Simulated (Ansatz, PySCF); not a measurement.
System: CH$_{2}$N, charge 1, multiplicity 1. It need not be the lowest isomer of its formula. 
Geometry from a B3LYP-D3(BJ)/def2-TZVP (Ansatz, a program for electronic structure) optimisation:
```xyz
4

C      0.0000     0.0000    -0.5980
N      0.0000     0.0000     0.5315
H      0.0000     0.0000    -1.6793
H      0.0000     0.0000     1.5473
```
Charge +1, spin multiplicity 1.

Total electronic energies in hartree. Correlated levels leave the core frozen unless marked. No spin-orbit coupling. No relativistic terms. Basis-set limits of correlation are two-point, X^-3; Hartree-Fock from the larger set.

```json
[
 {"level": "HF/cc-pVQZ", "program": "Ansatz", "energy (Eh)": "-93.20257"},
 {"level": "HF-D4/def2-TZVPD", "program": "PySCF + dftd4", "energy (Eh)": "-93.20162"},
 {"level": "revPBE-D3(BJ)/def2-TZVPD", "program": "Ansatz + dftd3", "energy (Eh)": "-93.72373"},
 {"level": "r2SCAN/def2-TZVPD", "program": "Ansatz", "energy (Eh)": "-93.68487"},
 {"level": "r2SCAN-D3(BJ)/def2-TZVPD", "program": "Ansatz + dftd3", "energy (Eh)": "-93.68517"},
 {"level": "MN15/def2-TZVPD", "program": "PySCF", "energy (Eh)": "-93.63018"},
 {"level": "LC-wPBE-D3(BJ)/def2-TZVPD", "program": "Ansatz + dftd3", "energy (Eh)": "-93.67490"},
 {"level": "LC-wPBE/def2-TZVPD", "program": "Ansatz", "energy (Eh)": "-93.67386"},
 {"level": "MP2/STO-3G", "program": "Ansatz", "energy (Eh)": "-92.14092"},
 {"level": "MP2/def2-SVP", "program": "Ansatz", "energy (Eh)": "-93.36971"},
 {"level": "MP2/def2-TZVPP", "program": "Ansatz", "energy (Eh)": "-93.53403"},
 {"level": "MP2/cc-pVQZ", "program": "Ansatz", "energy (Eh)": "-93.55982"},
 {"level": "RI-MP2/def2-QZVPP", "program": "Ansatz", "energy (Eh)": "-93.55986"},
 {"level": "SCS-MP2/def2-SVP", "program": "Ansatz", "energy (Eh)": "-93.36642"},
 {"level": "SCS-MP2/cc-pwCVTZ", "program": "Ansatz", "energy (Eh)": "-93.53715"},
 {"level": "CCSD/cc-pVQZ", "program": "Ansatz", "energy (Eh)": "-93.56466"},
 {"level": "CCSD(T)/STO-3G", "program": "Ansatz", "energy (Eh)": "-92.15848"},
 {"level": "CCSD(T)/def2-SVP", "program": "Ansatz", "energy (Eh)": "-93.39351"},
 {"level": "CCSD(T)/cc-pVTZ", "program": "Ansatz", "energy (Eh)": "-93.55678"},
 {"level": "CCSD(T)/cc-pVQZ", "program": "Ansatz", "energy (Eh)": "-93.58209"},
 {"level": "CCSD(T)/def2-QZVPP", "program": "Ansatz", "energy (Eh)": "-93.58236"},
 {"level": "CCSD(T) with core electrons/cc-pwCVTZ", "program": "Ansatz", "energy (Eh)": "-93.66223"},
 {"level": "CCSD(T)/CBS(cc-pVTZ,cc-pVQZ)", "program": "Ansatz", "energy (Eh)": "-93.5960"}
]
```

Totals of different functionals don't rank their quality; only differences between species are comparable.
